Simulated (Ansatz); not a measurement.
# Telling isomers of C4H5P apart by their spectra

These gas-phase data were calculated for one isomer of C4H5P at B3LYP/def2-SVP (harmonic, unscaled wavenumbers; equilibrium rotational constants with average atomic masses):

* rotational constants: 36.55, 1.405, 1.365 GHz
* all wavenumbers above 1500 cm⁻¹: 3154, 3119, 3111, 3071, 3012, 1700, 1598

Candidates:

(1) `C/C=C/C#P`, a singlet
(2) `C=C(C)C#P`, a singlet
(3) `C1=CPC=C1`, a singlet

Task: Which structure fits? Where the bands don't settle it, estimate the moments of inertia from typical bond lengths.

Result: Candidate (1). No mode falls between 2250 and 2520 cm⁻¹, where the P–H stretch of (3) would stand. The rotational constants decide the rest: (2) would give 9.273, 2.229, 1.817 GHz.

The same quantities for all candidates:

```
     rotational constants (GHz)               wavenumbers above 1500 cm⁻¹  E above the lowest, B3LYP/def2-SVP (kcal/mol)
(1)         36.55, 1.405, 1.365  3154, 3119, 3111, 3071, 3012, 1700, 1598                                           11.4
(2)         9.273, 2.229, 1.817  3250, 3146, 3133, 3106, 3032, 1674, 1601                                           13.2
(3)         7.299, 5.007, 3.036  3223, 3221, 3185, 3173, 2370, 1607, 1513                                            0.0
```

Programs: Ansatz 0.2.0.
